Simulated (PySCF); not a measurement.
## CCl from Hartree–Fock to correlated methods

State: ²Π (doublet), unpaired electrons π ↑. Set-up: C aug-pcseg-1, Cl aug-pcseg-1; no relativity (PySCF 2.14). De refers to C + Cl in their high-spin ground configurations, without counterpoise correction. The functionals are run spin-unrestricted. A positive dipole means C(−)Cl(+).

```csv
Level,Re (Å),ωe (cm⁻¹),De (eV),μ (D),"CPU s a point (SCF and correlation, without the integrals)"
UHF,1.676,867,2.12,0.91,0.19
UHF-MP2,1.667,876,3.70,n/a,0.32
UHF-SCS-MP2,1.673,860,3.56,n/a,n/a
UHF-CCSD,1.680,855,3.45,n/a,n/a
UHF-CCSD(T),1.685,842,3.63,n/a,5.8
PBE,1.682,843,4.58,1.43,0.86
BP86,1.689,830,4.51,1.40,0.59
TPSS,1.689,825,4.30,1.30,1.3
r²SCAN,1.675,856,4.23,1.38,1.8
B3LYP,1.681,840,4.04,1.31,0.99
PBE0,1.665,881,4.21,1.37,1.3
```

The bond length runs from 1.665 Å (PBE0) to 1.689 Å (TPSS). De spans 2.12 eV (UHF, mean field) to 4.58 eV (PBE, GGA). Correlation at CCSD(T) changes the Hartree–Fock bond energy by +1.51 eV; the triples alone change it by +0.18 eV.

Correlated steps freeze 6 core orbitals. Correlated levels converge slowly with the basis: in double zeta they bind strong bonds too weakly, by up to about 1 eV, and carry superposition errors of some tenths. The state is the lowest determinant that a PBE0 search found; another state may lie lower at other levels.

The whole job (state search and all levels along the bond) took about 2.5 min on 1 thread of Arm Neoverse N1 (shared host), peak memory 0.58 GiB.
